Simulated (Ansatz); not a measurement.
# Rutile CrO₂

The numbers are results of PBE-D3(BJ) (plane waves, PAW; Ansatz, a quantum-chemistry and plane-wave program), not measurements.

Numerical settings: plane-wave cutoff 500 eV, 10×10×14 k mesh (along the axes of the cell as run), Fermi–Dirac smearing 0.05 eV, spin-polarised with parallel moments, scalar-relativistic PAW data made under PBE.

Cell: relaxed at this level.

```
Property                                               Result
-----------------------------------------------  ------------
equilibrium volume per atom                      9.48 Å³/atom
lattice parameter a                                   4.420 Å
c axis length                                         2.912 Å
magnetic moment (largest site, within a sphere)       1.73 μB
```

Measured, for comparison: lattice constant a 4.419 Å, lattice parameter c 2.915 Å (room temperature, not corrected to a static lattice; as tabulated in Hiroi (2015), arXiv:1503.02262). Computed (rounded) less measured: lattice constant a 0.0 %, lattice parameter c -0.1 %.

Moments are spin moments.

Static lattice: no zero-point or thermal effects.
